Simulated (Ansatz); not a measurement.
# C–SiH–Cl⁺, quartet: reading a ladder of total energies

Geometry: that of the C–SiH–Cl, triplet, kept fixed.

```yaml
atoms:
  - { symbol: C, position_ang: [0.0000, -0.6614, 2.1374] }
  - { symbol: Si, position_ang: [0.0000, 0.4102, 0.6768] }
  - { symbol: Cl, position_ang: [0.0000, -0.1549, -1.2791] }
  - { symbol: H, position_ang: [0.0000, 1.8982, 0.6640] }
```

Basis cc-pVDZ; Ansatz 0.2.0. Correlated methods freeze the noble-gas cores, which leaves 15 electrons in 44 orbitals. R marks a restricted (for open shells ROHF) determinant, U an unrestricted one.

Full CI isn't at hand for all of this; UCCSDT(Q) serves as the reference, and is uncertain by about the last step of the cluster series.

Runs differ by some tens of microhartree through their thresholds and, for an open shell, their frozen cores, so steps under 0.03 kcal/mol mean nothing.

```
    level  total energy (hartree)
      UHF             -786.481931
     UMP2             -786.741268
    UCCSD             -786.779774
 UCCSD(T)             -786.788710
   UCCSDT             -786.790277
UCCSDT(Q)             -786.791013
```

Problem. What is the correlation energy at UCCSDT(Q), and what share of it do UMP2 and UCCSD(T) recover?

Solution. E(corr) = -786.791013 − (-786.481931) = -0.309082 hartree = -8.411 eV. UMP2: -0.259337 / -0.309082 = 83.91 %. UCCSD(T): -0.306779 / -0.309082 = 99.25 %.

Problem. By how many kcal/mol does UCCSD(T) miss UCCSDT(Q) (1 hartree = 627.509 kcal/mol), and which steps make up the rest?

Solution. -786.788710 − (-786.791013) = 0.002303 hartree = 1.45 kcal/mol. Steps: UCCSDT − UCCSD(T) = -0.98, UCCSDT(Q) − UCCSDT = -0.46 kcal/mol. Differences between like states or geometries often cancel part of this.
